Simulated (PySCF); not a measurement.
Screening by computed properties: pick the candidate that meets the target.

Species are written as SMILES; each is one conformer at its optimised geometry, gas phase, non-relativistic unless stated; the electronic structure was computed with PySCF and density fitting.

Dipoles, sizes and rotational constants follow the conformer. The torsions of the flexible species, by atom-mapped SMILES:
- `[CH2:1]=[CH:2][C:3]1=[C:4]([C:5]([F:6])([F:7])[F:8])[P:9]1[CH3:10]`: C1–C2–C3–C4 -178°, C3–C4–C5–F6 -125°
- `[CH2:1]=[N:2][c:3]1[cH:4][cH:5][cH:6][c:7]([C:8]#[N:9])[cH:10]1`: C1–N2–C3–C4 -52°
- `[CH3:1][C:2]([CH3:3])([CH3:4])[CH2:5][C:6](=[O:7])[O:8][SiH3:9]`: C1–C2–C5–C6 51°, C2–C5–C6–O7 77°, C5–C6–O8–Si9 175°
- `[CH3:1][O:2][C:3]1=[C:4]([SiH2:5][F:6])[C:7](=[O:8])[O:9][CH2:10]1`: C1–O2–C3–C4 0°, C3–C4–Si5–F6 0°

**Question.** Wanted: dipole moment below 2 D (PBE0/pcSseg-1) and HOMO–LUMO gap below 5.4 eV (PBE0/pcSseg-1), at GFN2-xTB geometries. Which candidate meets both?
A. `CC(C)(C)CC(=O)O[SiH3]`
B. `C=Nc1cccc(C#N)c1`
C. `COC1=C([SiH2]F)C(=O)OC1`
D. `c1ccc2nccnc2c1`
E. `C=CC1=C(C(F)(F)F)P1C`
F. `c1cnc2ccncc2c1`

**Answer.** D. Computed values:
| species | dipole moment | HOMO–LUMO gap |
| --- | --- | --- |
| c1ccc2nccnc2c1 | 0.51 D | 5.13 eV |
| CC(C)(C)CC(=O)O[SiH3] | 1.71 D | 7.97 eV |
| c1cnc2ccncc2c1 | 2.51 D | 5.31 eV |
| C=CC1=C(C(F)(F)F)P1C | 3.38 D | 4.97 eV |
| COC1=C([SiH2]F)C(=O)OC1 | 4.61 D | 6.66 eV |
| C=Nc1cccc(C#N)c1 | 5.70 D | 5.48 eV |
